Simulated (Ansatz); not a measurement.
# The cluster GeCl₂−: geometry, orbitals and charge

Aim: characterise the cluster GeCl₂− as a doublet: its structure, frontier levels and distribution of charge and spin.

Method: UKS PBE0-D4/def2-TZVPD; program: Ansatz 0.2.0, Gaussian basis.

Levels to be run: relaxation at PBE-D4/def2-TZVPD; a search for the lowest solution at PBE0-D4/def2-SVP; a single point at PBE0-D4/def2-TZVPD.

## (1) The system as given

3 atoms, charge -1, spin multiplicity 2.

Atoms are counted from 1 here; the program's logs count them from 0.

Bond lengths: Ge1–Cl2 2.382 Å, Ge1–Cl3 2.384 Å. Angles: Cl2–Ge1–Cl3 101.6°.

Geometry (Å):

```xyz
3

Ge    0.9770    0.0847   -0.2144
Cl   -0.8641   -0.2342   -1.6910
Cl   -0.1129    0.1495    1.9054
```

The ion is computed in the gas phase, without counter-ions or solvent.

The start is a GFN2-xTB geometry.

## (2) Relaxation at PBE-D4/def2-TZVPD

The input, in.yaml:

```yaml
crystal:
  periodic: [false, false, false]
  atoms:
    - {symbol: Ge, position_ang: [0.977020, 0.084690, -0.214350]}
    - {symbol: Cl, position_ang: [-0.864100, -0.234180, -1.691010]}
    - {symbol: Cl, position_ang: [-0.112920, 0.149490, 1.905360]}
basis:
  gaussian: {orbitals: def2-TZVPD}
total_charge: -1
magnetization: {spin_polarized: true, initial_magnetization: 1}
hamiltonian: {xc: pbe, dispersion: d4}
scf: {lower_state_search: "off"}
output: {orbitals: {seedname: orbitals}}
relax: {f_tol: 0.02, max_steps: 100}
```

Command:

```console
$ ansatz run in.yaml --threads 4 --pin off --events-out ev --progress --plain --max-ram 3916MiB
```

What it wrote (excerpt; [...] marks lines left out):

```text
Functional definition: PBE
  name "PBE"
  cite "Perdew, Burke & Ernzerhof, Phys. Rev. Lett. 77, 3865 (1996) doi:10.1103/PhysRevLett.77.3865"
  parent pbe
[...]
933 factors; their error is unknown
[...]
mean field -81549.51089388 eV, -2996.8892491063 hartree, gradient 1.0e-6 eV, S^2 0.753084; 0 other end points of the search recorded, 0 dependent functions left out
[...]
reference -81549.51093768 eV, -2996.8892507159 hartree; 34, 33 occupied and 112, 113 virtual orbitals, 933 factors
relax step   1: F+E_penalty+E_count = -81549.60992473 eV  Δ(F+E_penalty+E_count) = +0.000e0 eV  max|allowed force component| = 2.154e-1 eV/Å  Δτ_max = 0.0000 Å  (17 SCF iters, accepted)
[...]
relax step   2: F+E_penalty+E_count = -81549.61789618 eV  Δ(F+E_penalty+E_count) = -7.971e-3 eV  max|allowed force component| = 8.993e-2 eV/Å  Δτ_max = 0.0432 Å  (18 SCF iters, accepted)
[...]
relax step   3: F+E_penalty+E_count = -81549.61859616 eV  Δ(F+E_penalty+E_count) = -7.000e-4 eV  max|allowed force component| = 1.550e-2 eV/Å  Δτ_max = 0.0089 Å  (20 SCF iters, accepted)
Total energy: -81549.61863963 eV, -2996.8932086896 hartree
Atom 0 at     0.984321     0.085405    -0.214979 Å, force     0.015498     0.001378    -0.002987 eV/Å
Atom 1 at    -0.857785    -0.229282    -1.641023 Å, force    -0.008969    -0.001243    -0.003534 eV/Å
Atom 2 at    -0.126537     0.143876     1.856001 Å, force    -0.006530    -0.000135     0.006521 eV/Å
Dipole moment:     0.322114     0.027941    -0.070436 e Å
Checks for a lower state left out: stability, starts, cluster_reference, orbital_swaps, neighbouring_geometries, increment
```

It took 3.1 s on 4 threads of Arm Neoverse V1, shared host.

The steps of the relaxation:

```tsv
step	energy from step 1 (eV)	largest force component (eV/Å)
1	0.0000	0.2154
2	-0.0080	0.0899
3	-0.0087	0.0155
```

Distances of close pairs at the start and the end, largest changes first:

```tsv
bond	before (Å)	after (Å)	change (Å)
Ge1–Cl3	2.384	2.351	-0.034
Ge1–Cl2	2.382	2.351	-0.031
```

Bonds by kind at the end (by distance):

```tsv
bond	count	shortest (Å)	longest (Å)
Cl–Ge	2	2.351	2.351
```

## (3) Searching for the lowest solution, PBE0-D4/def2-SVP

start.molden holds the orbitals of an earlier run on this state, given as this run's starting guess.

The input, in.yaml:

```yaml
crystal:
  periodic: [false, false, false]
  atoms:
    - {symbol: Ge, position_ang: [0.984321, 0.085405, -0.214979]}
    - {symbol: Cl, position_ang: [-0.857785, -0.229282, -1.641023]}
    - {symbol: Cl, position_ang: [-0.126537, 0.143876, 1.856001]}
basis:
  gaussian: {orbitals: def2-SVP, initial_orbitals: start.molden}
total_charge: -1
magnetization: {spin_polarized: true, initial_magnetization: 1}
hamiltonian: {xc: pbe0, dispersion: d4}
output: {orbitals: {seedname: orbitals}}
```

Same command.

What it wrote:

```text
Functional definition: PBE0
  name "PBE0"
  cite "Adamo & Barone, J. Chem. Phys. 110, 6158 (1999) doi:10.1063/1.478522"
  cite "Perdew, Burke & Ernzerhof, Phys. Rev. Lett. 77, 3865 (1996) doi:10.1103/PhysRevLett.77.3865"
  parent pbe
  parameter a = 0.25
  parameter kappa = 0.804
  parameter beta = 0.06672455060314922
  exchange = (1 - a)*pbe_x(kappa = kappa, mu = beta*pi^2/3) + a*exact_x
  correlation = pbe_c(beta = beta)
631 factors; integrals over basis functions are off by at most 5.9e-4 eV
mean field evaluation 1: about -81536.4072 eV, gradient 7.0e0 eV
mean field evaluation 2: about -81536.6187 eV, gradient 1.9e-1 eV
mean field evaluation 4: about -81536.6350 eV, gradient 7.1e-4 eV
mean field evaluation 8: about -81536.1944 eV, gradient 1.0e1 eV
mean field evaluation 16: about -81536.6350 eV, gradient 6.5e-3 eV
mean field -81536.63499472 eV, -2996.4160685398 hartree, gradient 2.0e-5 eV, S^2 0.754020; 1 other end points of the search recorded, 0 dependent functions left out
reference -81536.63501351 eV, -2996.4160692304 hartree; 34, 33 occupied and 34, 35 virtual orbitals, 631 factors
Total energy: -81536.72084413 eV, -2996.4192234475 hartree
```

Run time: 1.1 s. Hardware: 4 threads of Arm Neoverse V1, shared host.

From the report: HOMO 0.70 eV, LUMO 3.79 eV (over both spins); ⟨S²⟩ 0.754 (pure: 0.75). Doubts: highest occupied level lies above zero.

## (4) Single point, PBE0-D4/def2-TZVPD

Edit in.yaml of step 3 so:

```diff
@@ -7,3 +7,3 @@
 basis:
-  gaussian: {orbitals: def2-SVP, initial_orbitals: start.molden}
+  gaussian: {orbitals: def2-TZVPD, initial_orbitals: start.molden}
 total_charge: -1
@@ -11,2 +11,3 @@
 hamiltonian: {xc: pbe0, dispersion: d4}
+scf: {omitted_lower_state_checks: [starts]}
 output: {orbitals: {seedname: orbitals}}
```

The command is unchanged.

What it wrote:

```text
Functional definition: PBE0
  name "PBE0"
  cite "Adamo & Barone, J. Chem. Phys. 110, 6158 (1999) doi:10.1063/1.478522"
  cite "Perdew, Burke & Ernzerhof, Phys. Rev. Lett. 77, 3865 (1996) doi:10.1103/PhysRevLett.77.3865"
  parent pbe
  parameter a = 0.25
  parameter kappa = 0.804
  parameter beta = 0.06672455060314922
  exchange = (1 - a)*pbe_x(kappa = kappa, mu = beta*pi^2/3) + a*exact_x
  correlation = pbe_c(beta = beta)
these checks for a lower state are left out or cut short: starts
1042 factors; their error is unknown
mean field evaluation 1: about -81549.9850 eV, gradient 1.2e2 eV
mean field evaluation 2: about -81552.2127 eV, gradient 4.2e0 eV
mean field evaluation 4: about -81552.5369 eV, gradient 2.6e-3 eV
mean field evaluation 8: about -81552.8243 eV, gradient 3.1e-5 eV
mean field -81552.82431351 eV, -2997.0110150317 hartree, gradient 3.1e-5 eV, S^2 0.755079; 0 other end points of the search recorded, 0 dependent functions left out
reference -81552.82434900 eV, -2997.0110163361 hartree; 34, 33 occupied and 112, 113 virtual orbitals, 1042 factors
Total energy: -81552.91017962 eV, -2997.0141705532 hartree
Checks for a lower state left out: starts
```

It took 2.5 s on 4 threads of Arm Neoverse V1, shared host.

Report: HOMO 0.14 eV, LUMO 3.13 eV (over both spins); ⟨S²⟩ 0.755 (pure: 0.75). Doubts: highest occupied level lies above zero.

Mulliken charges, from this run's orbitals:

```tsv
atom	value (e)
Ge1	0.09
Cl2	-0.54
Cl3	-0.54
```

Mulliken spin populations:

```tsv
atom	value (e)
Ge1	0.96
Cl2	0.02
Cl3	0.02
```

Largest Mayer bond orders: Ge1–Cl2 0.75; Ge1–Cl3 0.75.

## (5) Outcome

| quantity | value |
| --- | --- |
| point group | C2v |
| commonest bond | Cl–Ge, 2 of mean length 2.351 Å |
| HOMO, LUMO at PBE0-D4/def2-TZVPD (over both spins) | 0.14, 3.13 eV |
| ⟨S²⟩ | 0.755 |

What this shows: The molecule keeps its bonding pattern by the stored test; the atoms moved 0.04 Å (rms). No usable vibrations, so a minimum isn't proven. Doubts on the single point: highest occupied level lies above zero. Whether this spin is the lowest isn't tested here.

The anion's highest level is positive in at least one run, so there the basis alone may hold the extra electron.
